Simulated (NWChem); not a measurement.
Setting up BNH3F (SMILES NBF) in NWChem

The species is BNH3F (6 atoms), meant as a singlet with charge 0. SMILES: `NBF`. The shape is that of a PBE0-D4/def2-TZVP optimisation.

```xyz
6

N     0.0000    0.0000    0.0000
B     0.0000    0.0000    1.3895
F     1.1670    0.0000    2.0428
H    -0.8472    0.0003   -0.5382
H     0.8446   -0.0002   -0.5471
H    -1.0171   -0.0001    2.0195
```

Settings wanted:

```yaml
task: energy
method: DFT
functional: MN15
dispersion: none
basis_set: DGauss-DZVP
integral_approximation: none
reference: UKS
integration_grid: xfine
density_conv: 1e-07
integrals: direct
module: dft
```

Question: Give an NWChem 7.3.0 job that does this.

Answer: This one ran through:

bfh3n.nw:
```
START bfh3n
TITLE "BFH3N"
memory stack 880 mb heap 220 mb global 1100 mb
GEOMETRY units angstrom noautosym nocenter
 zmatrix
   N
   B 1 1.389461
   F 2 1.337485 1 119.24287
   H 1 1.0037 2 122.42334 3 -179.98002
   H 1 1.006331 4 114.64607 2 -179.99153
   H 2 1.196401 3 118.9791 1 179.9954
 end
END
BASIS "ao basis" spherical bse
 * library DGauss-DZVP
END
DFT
 xc mn15
 odft
 grid xfine
 convergence density 1e-07
 direct
 mulliken
 print medium
END
TASK dft
```

```bash
$ nwchem bfh3n.nw > bfh3n.out
```

Calculated total energy: -181.22381 Eh.
